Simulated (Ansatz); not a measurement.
We consider 1T (CdI2-type) TiTe2, described by r²SCAN (PAW; Ansatz, a first-principles code).

Settings: plane-wave cutoff 560 eV, 18×18×10 k mesh (along the axes of the cell as run), Fermi–Dirac smearing 0.05 eV, no spin polarisation, scalar-relativistic PAW data made under PBE.

Properties against volume:

Shape and atoms are relaxed at each volume.

| V (Å³/atom) | P (GPa) | c (Å) | a (Å) |
|---|---|---|---|
| 27.628 | 0.79 | 6.678 | 3.786 |
| 28.203 | 0.35 | 6.786 | 3.794 |
| 28.779 | 0.01 | 6.901 | 3.801 |
| 29.354 | -0.26 | 7.015 | 3.807 |
| 29.930 | -0.46 | 7.132 | 3.813 |

Note: the cell comes from a level without a dispersion term, which matters for the spacing of layers, chains or molecules; the volume lies 8 % above that of the published cell.
